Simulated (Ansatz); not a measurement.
## B–CH2, doublet: vertical spin and charge gaps

Geometry (PBE0/def2-TZVP stationary point for this spin, not checked as a minimum):

```xyz
4

B     0.0000    0.0000    0.8265
C     0.0000    0.0000   -0.5553
H     0.0000   -0.9252   -1.1237
H     0.0000    0.9252   -1.1237
```

Basis cc-pVTZ; Ansatz 0.2.0. Only valence electrons are correlated (noble-gas cores frozen). Prefix R: restricted or restricted open-shell reference; prefix U: unrestricted. Active spaces: valence = (9e, 10o) chosen from the atoms' valence shells.

Gaps are energies of the second state less the first, at fixed atoms, for a selection of the levels run; each method lands on the state that its own search finds for that charge and spin.

Unrestricted rows (U, and Kohn–Sham where it breaks symmetry) aren't spin-pure: their determinants' ⟨S²⟩ exceeds S(S+1) by up to 0.17, so they mix in states of higher spin. A value is left out where its run failed or describes another state than the reference as far as symmetry and spin tell, or, spin-broken singlets apart, can't be checked.

Removing an electron, to the triplet: 9.484 eV at UCCSDT(Q).

```
                   level  gap (eV)  error (meV)  ⟨S²⟩ where 0.1 over S(S+1) (first / second)
                     RHF     7.882        -1602                                        – / –
                    RMP2     9.377         -107                                        – / –
                RCCSD(T)     9.472          -12                                        – / –
                  RCCSDT     9.472          -12                                        – / –
                  UCCSDT     9.472          -12                                     0.92 / –
               RCCSDT(Q)     9.483           -1                                        – / –
  NEVPT2 (valence space)     9.278         -206                                        – / –
MRCISD+Q (valence space)     9.461          -23                                        – / –
                 wB97M-V     9.371         -113                                        – / –
                  B2PLYP     9.385          -99                                        – / –
```

PBE gives 2.430 eV for quartet less doublet. Estimate what UCCSDT(Q) gives in cc-pVTZ.

UCCSDT(Q) in cc-pVTZ gives 2.445 eV, so against it PBE is off by -0.015 eV.

| level | gap (eV) | error (meV) | ⟨S²⟩ where 0.1 over S(S+1) (first / second) |
| --- | --- | --- | --- |
| RHF | 1.254 | -1191 | – / – |
| UHF | 1.343 | -1102 | 0.92 / – |
| RMP2 | 2.364 | -81 | – / – |
| UMP2 | 2.218 | -227 | 0.92 / – |
| RCCSD | 2.307 | -138 | – / – |
| UCCSD | 2.306 | -139 | 0.92 / – |
| RCCSD(T) | 2.432 | -13 | – / – |
| UCCSD(T) | 2.423 | -22 | 0.92 / – |
| BCCD(T) | 2.433 | -12 | – / – |
| RCCSDT | 2.434 | -11 | – / – |
| UCCSDT | 2.434 | -11 | 0.92 / – |
| RCCSDT(Q) | 2.444 | -1 | – / – |
| CASSCF (valence space) | 2.299 | -146 | – / – |
| NEVPT2 (valence space) | 2.519 | 74 | – / – |
| MRCISD (valence space) | 2.419 | -26 | – / – |
| MRCISD+Q (valence space) | 2.432 | -13 | – / – |
| r2SCAN | 2.183 | -262 | – / – |
| PBE0 | 2.251 | -194 | – / – |
| B3LYP | 2.447 | 2 | – / – |
| wB97M-V | 2.466 | 21 | – / – |
| B2PLYP | 2.462 | 17 | – / – |
| RPA-PBE | 2.408 | -37 | – / – |

Full CI isn't at hand for all of this; UCCSDT(Q) serves as the reference, and is uncertain by about the last step of the cluster series. The frozen core follows each run's orbitals, which can shift R against U totals by a few meV.
